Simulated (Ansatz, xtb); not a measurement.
**Ranking isomers of CH6NO2+**

3 gas-phase structures of CH6NO2+, found in a search over its isomers (lower ones may exist). Each was relaxed with GFN2-xTB; where two conformers were screened, the lower at r2SCAN-D4/def2-SVP is listed:

A. `OC[NH2+]O`, a singlet
B. `[NH3+]C(O)O`, a singlet
C. `[NH3+]OCO`, a singlet

Q: Which do you expect lowest at r2SCAN-D4/def2-SVP, and how would the others follow?

A: Calculated order at r2SCAN-D4/def2-SVP: B (0.0), C (206.8), A (213.0) kJ/mol.

Energies above the lowest of each column, in kJ/mol; the last columns are at PBE0-D3(BJ)/def2-SVP geometries:

| structure | GFN2-xTB | HF/STO-3G | r2SCAN-D4/def2-SVP | PBE0-D3(BJ)/def2-SVP | CCSD(T)/def2-TZVP |
| --- | --- | --- | --- | --- | --- |
| B | 0.0 | 0.0 | 0.0 | 0.0 | 0.0 |
| C | 175.4 | 90.6 | 206.8 | 209.8 | 205.2 |
| A | 176.7 | 130.9 | 213.0 | 210.2 | 207.1 |

Every level run on B puts it lowest or level with the lowest. Some further structures that were screened fall inside this span and aren't listed. Flexible structures stand in one conformer each, not always the lowest.

Programs: Ansatz 0.2.0, xtb 6.7.1.
